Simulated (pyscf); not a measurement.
**Routes from •HC=CH–F + HF**

Candidate steps break at most two bonds and form at most two. Each was searched with GFN2-xTB (tblite) first. Structures and frequencies: ωB97X-D3(BJ)/def2-SVP in PySCF. Energies: ωB97M-D3(BJ)/def2-TZVP, kcal/mol, from the separated reactants, doublet surface; ΔG‡ with ideal gas, 1 atm, RRHO with modes under 100 cm⁻¹ raised to 100, one conformer, R ln 2 for chiral ones without a mode under 150 cm⁻¹.

| products | type | ΔE‡ | ΔE | ΔG‡ 298 K | ΔG‡ 900 K | ν‡ (cm⁻¹) |
|---|---|---|---|---|---|---|
| F–CH•–CH₂–F | insertion | 13.6 | -31.3 | 21.9 | 41.1 | 869i |
| F–CH=CH–F + H• | atom transfer | 49.0 | +12.9 | 55.0 | 73.3 | 2019i |

Plain bond fissions and candidates not yet searched are not listed, and one of them may be faster. Each barrier is that of the saddle found; lower ones may exist.
